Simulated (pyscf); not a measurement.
Thermochemistry of product channels of HO–Si(OH)(F)–F + H₂ on the singlet surface, in kcal/mol, from ωB97M-D3(BJ)/def2-TZVP energies (ideal gas, 1 atm, RRHO with modes under 100 cm⁻¹ raised to 100, one conformer, R ln 2 for chiral ones without a mode under 150 cm⁻¹). Structures and frequencies: ωB97X-D3(BJ)/def2-SVP in PySCF.

```csv
products,ΔE,ΔH(298 K),ΔG(298 K),ΔG(600 K)
HO–SiH(OH)–F + HF,+32.5,+35.2,+33.3,+31.7
H₂O + HO–SiH(F)–F,+22.7,+25.9,+24.1,+22.7
```

These are energies of the channels, which say nothing of barriers.
